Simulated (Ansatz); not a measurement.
Energy needed to pull apart AlH2O2 (SMILES [O][AlH][OH]), doublet, into free ground-state atoms, from the structure below (displaced at random from a GFN2-xTB minimum); no zero-point or spin–orbit terms; open-shell atoms are treated unrestricted, in their ground-state multiplicity.

| atom | x (Å) | y (Å) | z (Å) |
| --- | --- | --- | --- |
| O1 | -1.2606 | -1.2307 | 1.0979 |
| Al2 | -0.3616 | -0.3215 | 0.1484 |
| O3 | 0.8514 | 0.6810 | 0.0553 |
| H4 | -0.8756 | -0.4544 | -1.3095 |
| H5 | 1.5998 | 1.2904 | -0.0085 |

Computed with Ansatz 0.2.0 (basis: def2-TZVPP); correlated methods freeze the cores; orbitals are unrestricted.

```json
{"method": "PBE-D4", "atomization energy (kJ/mol)": "1572"}
{"method": "revPBE-D4", "atomization energy (kJ/mol)": "1515"}
{"method": "BLYP-D4", "atomization energy (kJ/mol)": "1563"}
{"method": "r2SCAN-D4", "atomization energy (kJ/mol)": "?"}
{"method": "PBE0-D4", "atomization energy (kJ/mol)": "1513"}
{"method": "wB97M-V", "atomization energy (kJ/mol)": "1550"}
{"method": "HF", "atomization energy (kJ/mol)": "1054"}
{"method": "MP2", "atomization energy (kJ/mol)": "?"}
{"method": "CCSD", "atomization energy (kJ/mol)": "1467"}
{"method": "CCSD(T)", "atomization energy (kJ/mol)": "1491"}
```

What does MP2 give? (An estimate is asked for; the value comes from the calculation.)

By the calculation: 1533 kJ/mol, which is about 42 kJ/mol more than CCSD(T)/def2-TZVPP.

What does r2SCAN-D4 give? (Judge from chemistry; the value comes from the calculation.)

The calculation gives: 1568 kJ/mol, which is about 76 kJ/mol more than CCSD(T)/def2-TZVPP.

In triple zeta the MP2 and coupled-cluster atomization energies are still short of their basis limit by a few kcal/mol a bond, whereas those of the functionals are nearly converged, so these differences are not deviations from converged CCSD(T).

The T1 diagnostic stays at or below 0.024. ⟨S²⟩ of the unrestricted Hartree–Fock references: 0.76 (a pure state has 0.75).

For scale, one of the runs: CCSD(T)/def2-TZVPP forces, 132 basis functions (an equivalent command: `ansatz run in.yaml --threads 4`). The run took 100 s on 4 CPU threads (shared host), with 2.7 GiB of host memory at its peak.
